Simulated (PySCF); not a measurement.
Atoms are numbered as in `[CH2:1]=[C:2]([CH3:3])[C:4](=[CH2:5])[F:6]`. Each H is labelled by its parent atom. Ha(C5) is cis to C2; Ha(C1) is cis to C3; Hb(C5) is trans to C2; Hb(C1) is trans to C3.

Geometry: PBE0-D3(BJ)/def2-SVP; GIAO shifts from PySCF 2.14.0 with density-fitted response routines, gas phase, non-relativistic, averaged over equivalent atoms.

At WP04/pcSseg-1 (137 basis functions, 13 s wall time on 1 thread of an Arm Neoverse V1, shared host):
```tsv
atoms	δ (ppm)
C4	173.6
C2	142.2
C1	122.7
C5	96.7
C3	21.6
F6	-111.8
Hb(C1)	5.60
Ha(C1)	5.09
Hb(C5)	4.72
Ha(C5)	4.41
H(C3)	1.78
```

Referencing at the same level of theory: $^{13}$C (σref 172.44), $^{1}$H (σref 31.56) against TMS; $^{19}$F (σref 176.96) against CFCl3.

**Question.** Predict the values at BHandHLYP/pcSseg-1 on the same geometry.

**Answer.** 
```json
{"atoms": "C4", "δ at BHandHLYP/pcSseg-1": "173.7", "change": "+0.1"}
{"atoms": "C2", "δ at BHandHLYP/pcSseg-1": "143.7", "change": "+1.5"}
{"atoms": "C1", "δ at BHandHLYP/pcSseg-1": "125.1", "change": "+2.4"}
{"atoms": "C5", "δ at BHandHLYP/pcSseg-1": "97.4", "change": "+0.7"}
{"atoms": "C3", "δ at BHandHLYP/pcSseg-1": "19.9", "change": "-1.7"}
{"atoms": "F6", "δ at BHandHLYP/pcSseg-1": "-101.9", "change": "+9.9"}
{"atoms": "Hb(C1)", "δ at BHandHLYP/pcSseg-1": "5.81", "change": "+0.21"}
{"atoms": "Ha(C1)", "δ at BHandHLYP/pcSseg-1": "5.37", "change": "+0.28"}
{"atoms": "Hb(C5)", "δ at BHandHLYP/pcSseg-1": "4.95", "change": "+0.23"}
{"atoms": "Ha(C5)", "δ at BHandHLYP/pcSseg-1": "4.55", "change": "+0.14"}
{"atoms": "H(C3)", "δ at BHandHLYP/pcSseg-1": "1.84", "change": "+0.06"}
```

Scale: $^{13}$C (183.98 ppm) and $^{1}$H (31.44 ppm) against TMS; $^{19}$F (204.31 ppm) against CFCl3 (reference shieldings calculated alike).

The largest change is at F6 (vinylic fluorine). Cost: 137 basis functions, 9.3 s wall time on 1 thread of an Arm Neoverse V1, shared host. The order of the carbon signals is the same at both levels.

Unscaled 19F shifts against computed CFCl3 carry errors that often reach 10 to 50 ppm.
